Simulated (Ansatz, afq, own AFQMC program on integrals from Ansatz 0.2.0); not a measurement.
TiSiH3BrOF, doublet: AFQMC among the cluster methods

```tsv
atom	x (Å)	y (Å)	z (Å)
F	-2.1694	-0.5592	-2.1428
Ti	-1.1478	-1.0841	-0.8199
Br	-1.4962	-3.1949	0.2096
O	0.1605	-0.0351	-0.2384
Si	1.4257	0.8573	0.3978
H	2.1730	0.0281	1.3866
H	0.8743	2.0692	1.0696
H	2.3379	1.2655	-0.7091
```

Basis def2-SVP. Noble-gas cores (and the filled d shells of Ga–Kr and In–Xe) are frozen. Ansatz 0.2.0 and our own AFQMC program on the same integrals; the CISD trial comes from CCSD amplitudes, and released means the phaseless constraint is let go. ± is one standard error of the sampling. No spin–orbit coupling. The metal's outer-core s and p shells are frozen, which shifts wave-function levels against functionals.

Determinant: UHF, the one that the program's search chose, which needn't be the lowest solution. The geometry is a PBE0/def2-SVP stationary point of this or a neighbouring charge and spin state.

No full CI on the walks' own integrals is used here. The released AFQMC energy serves as the reference, which it does only where one determinant dominates, the energy is flat over the last release times and near the phaseless one (40 meV or 2 meV an electron, half that with transition metals). On small molecules, where full CI could be run and the noise was under 10 meV, such values lay within 10 meV of it in 19 cases of 20, a flattering rate, since the rule was set on those same cases; what remains of the bias isn't in the error bar.

Cautions: no relativity below Rb; no spin-orbit coupling; outer-core shells of the metal frozen; inner d shell frozen; the released value is read at 0.80 1/Eh with a noise of 16 meV, more than in the cases checked, later times being too noisy (meV from the phaseless value at times in 1/Eh: 17 ± 16 at 0.24, 14 ± 19 at 0.48, -4 ± 16 at 0.80, 59 ± 32 at 1.20); released reference can be 30 meV off for metals.

```
T1 diagnostic                               : 0.0230
weight of the determinant in the CISD state : 0.774
⟨S²⟩ of the determinant                     : 0.755
size of the correlated space                : 31 electrons in 94 orbitals
```

Reference: AFQMC with the constraint released, correlation energy -19.841 ± 0.016 eV.

```
        level  E − E(reference) (meV)  share of correlation (%)
           HF          19841.3 ± 15.6                      0.00
          MP2           1627.6 ± 15.6                     91.80
         CCSD            685.4 ± 15.6                     96.55
      CCSD(T)            112.3 ± 15.6                     99.43
  ph-AFQMC/HF           -338.7 ± 48.4                    101.71
ph-AFQMC/CISD              3.5 ± 20.2                     99.98
```

Released energies are given only where the last usable release times agree within the noise; a slower fall can still hide under it.
